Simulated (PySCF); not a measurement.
**Where the electron goes**

Compound: nitryl fluoride, FNO2.
SMILES with atom numbers: `[O:1]=[N+:2]([O-:3])[F:4]`

Geometry (GFN2-xTB, Å), atoms numbered from 1 in this order:
```xyz
4
FNO2 angstrom
O     -0.3663    1.1045    0.6962
N      0.1146    0.0976    0.4374
O      1.0535   -0.5150    0.6723
F     -0.7915   -0.6823   -0.5392
```

Level of theory: PySCF 2.14.0, density-fitted response routines, TDDFT PBE0/def2-SVPD, vertical, gas phase, core orbitals frozen in the response.

Kohn–Sham orbitals with the atoms that hold most of them (Löwdin shares over 4%, at most four atoms; ? is withheld):

```json
{"orbital": "HOMO-3", "ε (eV)": "-12.06", "atoms": "F4 90%, N2 5%"}
{"orbital": "HOMO-2", "ε (eV)": "-11.82", "atoms": "O3 43%, O1 43%, N2 14%"}
{"orbital": "HOMO-1", "ε (eV)": "-11.65", "atoms": "?"}
{"orbital": "HOMO", "ε (eV)": "-10.84", "atoms": "?"}
{"orbital": "LUMO", "ε (eV)": "-2.74", "atoms": "N2 38%, O1 29%, O3 29%"}
{"orbital": "LUMO+1", "ε (eV)": "-1.80", "atoms": "N2 38%, F4 34%, O1 14%, O3 14%"}
{"orbital": "LUMO+2", "ε (eV)": "1.58", "atoms": "O1 38%, O3 38%, N2 13%, F4 12%"}
```

(1) Which atoms hold the HOMO, and with what shares?

(2) Give the leading atoms of the HOMO-1.

(3) The HOMO–LUMO gap is 8.10 eV. Where does the response calculation put the lowest singlet, and from which orbitals?

(4) One configuration dominates each of S1, S2, S3 and S6. Which, and how do the shares of the two leading atoms of either orbital change from the occupied to the empty one?

Answers

(1) F4 (bonded to N) 37%; O3 (bonded to N) 30%; O1 (bonded to N) 30%. By element: oxygen 61%, fluorine 37%.

(2) F4 (bonded to N) 45%; O1 (bonded to N) 24%; O3 (bonded to N) 24%; N2 (bonded to F and 2 O) 7%. By element: oxygen 48%, fluorine 45%, nitrogen 7%.

(3) S1 is at 5.64 eV (f = 0.0000), 2.47 eV below the gap, made of HOMO→LUMO (97%). Without the coupling terms of the response equations the lowest excitation would equal the gap.

(4) 
- S1 (5.64 eV, f 0.0000), HOMO→LUMO (97%): F4 37% → at most 4%, O3 30% → 29%, N2 at most 3% → 38%, O1 30% → 29%
- S2 (6.56 eV, f 0.0002), HOMO-1→LUMO (99%): F4 45% → at most 4%, O1 24% → 29%, N2 7% → 38%
- S3 (6.61 eV, f 0.0001), HOMO→LUMO+1 (86%): F4 37% → 34%, O3 30% → 14%, N2 at most 3% → 38%
- S6 (7.71 eV, f 0.0000), HOMO-2→LUMO+1 (95%): O3 43% → 14%, O1 43% → 14%, N2 14% → 38%, F4 at most 1% → 34%
